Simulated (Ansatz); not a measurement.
Wurtzite CdSe, treated with r²SCANh in Ansatz (PAW).

Total energies, extrapolated to zero smearing (they compare only within this program, potentials and cutoff):

```tsv
system	energy (eV/atom)
wurtzite CdSe, relaxed	-6873.7396
hcp Cd	-8268.0599
trigonal Se	-5477.8142
```

Q: Work out the formation enthalpy per atom.

A: ΔH_f ≈ ΔE = -6873.7396 − [1 × (-8268.0599) + 1 × (-5477.8142)]/2 = -0.803 eV/atom (0 K, no vibrations). The reference value is -0.75 eV/atom (measured, 298 K, no zero-point or thermal correction; as tabulated in Zhang et al. (2018), doi:10.1038/s41524-018-0065-z), a difference of -0.053 eV/atom.

The PAW data were made under PBE.

Ansatz is a program for electronic structure.
